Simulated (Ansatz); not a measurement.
What each rung costs, and what it gives

Saddle point of CH₇AlO, singlet (CH₅Al ([CH3][AlH2]) + H₂O → AlH₃O ([OH][AlH2]) + CH₄; bonds formed: C2–H5; dative contacts that become bonds: Al1–O6; bonds broken: Al1–C2, H5–O6), PBE0-D4/def2-TZVP structure:

Al1  (-0.733, 0.271, -0.754)
C2  (0.591, -0.942, 0.374)
H3  (-0.033, 0.800, -2.078)
H4  (-2.185, -0.358, -0.736)
H5  (0.236, 0.450, 0.751)
O6  (-0.407, 1.449, 0.673)
H7  (0.587, -1.598, -0.512)
H8  (1.654, -0.776, 0.571)
H9  (0.165, -1.530, 1.189)
H10  (0.126, 2.234, 0.521)
(Å)

Barriers are electronic and count from the start structure reached by relaxing down the imaginary mode.

Ansatz 0.2.0; basis: as named in each row; cores frozen in the correlated methods. B3LYP uses VWN-RPA correlation. Extrapolation: Hartree–Fock as exp(−7.88 √X), correlation as X^−2.97.

Times are rough, for one single point on 2 threads of a shared host (Arm Neoverse V1).

The estimate by CCSD(T) at an estimated basis limit (MP2 extrapolated from triple and quadruple zeta, plus CCSD(T) − MP2 in triple zeta) is 75.7 kJ/mol.

```
      method       basis  time (s)  barrier (kJ/mol)  method less estimate
          HF      STO-3G   under 1             187.5                 111.7
      PBE-D4      STO-3G   under 1              61.2                 -14.5
       SPW92    def2-SVP   under 1              31.9                 -43.8
    B3LYP-D4       6-31G   under 1              88.9                  13.1
      PBE-D4    def2-SVP         1              50.5                 -25.3
     PBE0-D4    def2-SVP         1              66.0                  -9.8
       SPW92  def2-TZVPP         1              33.3                 -42.4
     CCSD(T)    def2-SVP         2              89.4                  13.6
      PBE-D4  def2-TZVPP         2              51.2                 -24.5
     BLYP-D4  def2-TZVPP         2              60.4                 -15.4
    B3LYP-D4  def2-TZVPP         3              69.7                  -6.1
    BHLYP-D4  def2-TZVPP         3              85.2                   9.5
     PBE0-D4  def2-TZVPP         3              64.1                 -11.7
CAM-B3LYP-D4  def2-TZVPP         4              71.7                  -4.1
   r2SCAN-D4  def2-TZVPP         5              57.2                 -18.5
     wB97M-V    def2-SVP         5              74.5                  -1.3
  r2SCAN0-D4  def2-TZVPP         5              67.2                  -8.5
      B2PLYP  def2-TZVPP         6              72.7                  -3.1
    PBE-QIDH  def2-TZVPP         6              72.1                  -3.6
  RPA on PBE  def2-TZVPP         6              76.3                   0.6
      B97M-V  def2-TZVPP        10              76.0                   0.2
     wB97X-V  def2-TZVPP        10              73.7                  -2.0
     wB97M-V  def2-TZVPP        11              73.8                  -1.9
         MP2  def2-QZVPP        27              69.2                  -6.5
     CCSD(T)  def2-TZVPP        63              77.6                   1.8
```

All methods are single points on the PBE0-D4 structures.

T1 diagnostic: at most 0.012.

The step is the kind of ligand exchange by which a precursor binds to a hydroxyl group, or is hydrolysed, in atomic layer deposition of oxides.

Labels in which every atom is bracketed show which atoms are joined, not bond orders.
